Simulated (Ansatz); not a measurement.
**CO (singlet): the correlation ladder, cc-pVDZ**

Aim: climb from Hartree-Fock through coupled cluster and multireference methods for CO (singlet) at one geometry and basis, and see what each rung misses.

Program: Ansatz 0.2.0, Gaussian basis. Level of theory: cc-pVDZ, core rule «outside noble gas», up to 2 orbitals frozen. These are calculated values, not measurements.

The runs, in order: UHF; CCSD(T) on RHF; BCCD(T) on RHF; CISD; CCSDT(Q) on RHF; CCSDTQ on RHF; CASSCF and MRCISD+Q, 10 electrons in 8 orbitals; CASSCF and NEVPT2, 10 electrons in 8 orbitals.

13 further runs of the same task are left out: 2 for a mislabelled method, 7 that didn't finish, 4 set aside as unsound or not needed.

## 1. The system

The geometry is a PBE0/def2-TZVP stationary point (not a proven minimum).

2 atoms, charge 0, spin multiplicity 1.

Atoms are counted from 1 here; the program's logs count them from 0.

Bond lengths: O1–C2 1.123 Å.

As a file:

```xyz
2
CO
O     0.00000    0.00000    0.00000
C     0.00000    0.00000    1.12339
```

## 2. UHF

File in.yaml:

```yaml
crystal:
  periodic: [false, false, false]
  atoms:
    - {symbol: O, position_ang: [0.000000, 0.000000, 0.000000]}
    - {symbol: C, position_ang: [0.000000, 0.000000, 1.123387]}
basis:
  gaussian: {orbitals: cc-pVDZ}
magnetization: {spin_polarized: true, initial_magnetization: 0}
hamiltonian: {xc: hf}
output: {orbitals: {seedname: orbitals}}
```

The run is started by

```
$ ansatz run in.yaml --threads 1 --pin off --events-out ev --progress --plain --max-ram 2176MiB
```

Further steps of the session: CCSD(T) on RHF; BCCD(T) on RHF; CISD; CCSDT(Q) on RHF; CCSDTQ on RHF; CASSCF and MRCISD+Q, 10 electrons in 8 orbitals; CASSCF and NEVPT2, 10 electrons in 8 orbitals.

**Question.** What will the summary of the whole plan be? Wanted: RCCSDTQ below the RHF energy; RMP2 from RCCSDTQ; RCCSD from RCCSDTQ; RCCSD(T) from RCCSDTQ; RCCSDT(Q) from RCCSDTQ; NEVPT2 valence from RCCSDTQ; MRCISD+Q valence from RCCSDTQ; T1 diagnostic; effectively unpaired electrons.

**Answer**, as computed:

| quantity | value |
| --- | --- |
| RCCSDTQ below the RHF energy | -8.3178 eV |
| RMP2 from RCCSDTQ | +538.6 meV |
| RCCSD from RCCSDTQ | +324.2 meV |
| RCCSD(T) from RCCSDTQ | +37.9 meV |
| RCCSDT(Q) from RCCSDTQ | -3.7 meV |
| NEVPT2 valence from RCCSDTQ | +953.2 meV |
| MRCISD+Q valence from RCCSDTQ | +34.6 meV |
| levels within 1 kcal/mol (43 meV) | RCCSD(T), BCCD(T), RCCSDT, RCCSDT(Q), MRCISD+Q valence |
| T1 diagnostic | 0.019 |
| effectively unpaired electrons | 0.04 |

**Reading.** RCCSD(T) lands +37.9 meV from the yardstick (0.5 % of the correlation energy). One determinant dominates. Of the multireference levels listed MRCISD+Q valence comes nearest in total energy (+34.6 meV), which doesn't show that its space is the better one. These misses are within one basis, not against nature.
